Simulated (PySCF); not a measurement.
Numbering as in the mapped SMILES `[CH3:1][C:2]#[C:3][CH2:4][C:5]#[N:6]`. Each H is labelled by its parent atom.

Geometry: PBE0-D3(BJ)/def2-SVP; GIAO shifts from PySCF 2.14, gas phase, non-relativistic, averaged over equivalent atoms.

At PBE0/pcSseg-1 (127 basis functions, 7.3 s wall time on 1 thread of an Arm Neoverse V2, shared host):
```csv
atoms,δ (ppm)
C5,119.2
C2,86.4
C3,71.8
C4,9.9
C1,4.5
N6,304.6
H(C4),3.03
H(C1),1.91
```

Referencing at the same level of theory: 13C (184.41 ppm), 1H (31.27 ppm) against TMS; NH3 for 15N (265.67 ppm).

Q: Estimate the result of repeating the calculation with PBE0/pcSseg-2.

A: 
| atoms | δ at PBE0/pcSseg-2 | change |
| --- | --- | --- |
| C5 | 122.4 | +3.2 |
| C2 | 88.5 | +2.1 |
| C3 | 73.8 | +2.0 |
| C4 | 10.4 | +0.5 |
| C1 | 4.2 | -0.3 |
| N6 | 299.6 | -5.0 |
| H(C4) | 3.17 | +0.14 |
| H(C1) | 1.85 | -0.06 |

Chemical shifts δ = σref − σ; 13C (184.13 ppm), 1H (31.25 ppm) vs TMS; NH3 for 15N (261.69 ppm), all at this level.

The largest change is at N6 (nitrile nitrogen). Cost: 286 basis functions, 23 s wall time on 1 thread of an Arm Neoverse V2, shared host. The order of the carbon signals is the same at both levels.

Experimental scales use liquid or dissolved standards, which lie at an offset from isolated NH3 (liquid NH3: subtract about 20 ppm). Unscaled 15N shifts of sp2 nitrogen come out 20 to 40 ppm too high even then.
